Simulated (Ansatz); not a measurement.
Geometry optimisation, Ansatz, RHF/def2-SVP.

Input:

```yaml
crystal:
  periodic: [false, false, false]
  atoms:
    - { symbol: C, position_ang: [-1.01, -0.5797, 0.4758] }
    - { symbol: C, position_ang: [0.141, 0.0708, -0.195] }
    - { symbol: "N", position_ang: [1.359, -0.2473, 0.291] }
    - { symbol: C, position_ang: [0.14, 0.8701, -1.2367] }
    - { symbol: S, position_ang: [-0.0277, 1.9518, -2.6713] }
    - { symbol: H, position_ang: [-1.1498, -0.1603, 1.4932] }
    - { symbol: H, position_ang: [-0.9459, -1.624, 0.4878] }
    - { symbol: H, position_ang: [-1.944, -0.2624, -0.0722] }
    - { symbol: H, position_ang: [2.16174, -0.17812, -0.37504] }
    - { symbol: H, position_ang: [1.43236, -1.17917, 0.77852] }
basis:
  gaussian: { orbitals: def2-SVP }
hamiltonian:
  xc: hf
relax:
  f_tol: 0.015
  max_steps: 40
output:
  orbitals: {}
```

Launched with:

```bash
$ ansatz run input.yaml --threads 1 --pin off --max-ram 2048MiB --backend cpu --events-out ev --progress --plain --runs-dir out
```

**Question.** Where does it end, and by what steps?

**Answer.** The run converged. After 9 steps the energy has fallen by 1.478 eV; H9 moved furthest, 0.34 Å.

| step | energy less start (eV) | largest force component (eV/Å) | accepted |
| --- | --- | --- | --- |
| 0 | 0.0000 | 5.035 | yes |
| 1 | -1.1687 | 2.887 | yes |
| 2 | -1.2226 | 4.291 | yes |
| 3 | -1.3813 | 2.895 | yes |
| 4 | -1.4718 | 0.191 | yes |
| 5 | -1.4750 | 0.177 | yes |
| 6 | -1.4771 | 0.066 | yes |
| 7 | -1.4778 | 0.069 | yes |
| 8 | -1.4781 | 0.043 | yes |
| 9 | -1.4783 | 0.011 | yes |

```xyz
10
Properties=species:S:1:pos:R:3
C -1.058 -0.493 0.447
C 0.172 0.031 -0.246
N 1.400 -0.296 0.360
C 0.074 0.794 -1.304
S -0.049 1.751 -2.537
H -1.073 -0.136 1.479
H -1.042 -1.586 0.468
H -1.969 -0.175 -0.054
H 2.199 0.058 -0.132
H 1.503 -1.286 0.495
```

Whether the end is a true minimum wasn't checked by a vibrational analysis.

Run time: 25 s on 1 thread of Arm Neoverse V1 (shared host), peak memory 0.19 GiB.
